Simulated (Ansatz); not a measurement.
Basis-set extrapolation for C₂H₄F₂O₂, SMILES `OCC(O)(F)F` (PBE0-D4/def2-TZVP geometry, frozen core, Ansatz 0.2.0). Multiplicity 1, RHF reference.

```json
{"": "HF", "def2-TZVPP": "-426.866835", "def2-QZVPP": "-426.885713"}
{"": "MP2 correlation", "def2-TZVPP": "-1.303859", "def2-QZVPP": "-1.413751"}
{"": "CCSD(T) correlation", "def2-TZVPP": "-1.367341", "def2-QZVPP": "not run"}
```

Energies in hartree. Use E(X) = E(∞) + A·exp(−7.88·√X) for Hartree–Fock and E(X) = E(∞) + B·X^(−2.97) for correlation, with X = 3 and 4, and add CCSD(T) minus MP2 of the smaller set to the MP2 limit.

What is the CCSD(T) energy at the basis-set limit?

HF limit: -426.885713 + (-0.018878) × 0.13774 = -426.88831. MP2 limit: -1.413751 + (-0.109892) × 0.74074 = -1.49515. Higher-order term: -1.367341 − (-1.303859) = -0.06348. Total: -428.44694 hartree, 133.5 kcal/mol below CCSD(T)/def2-TZVPP.
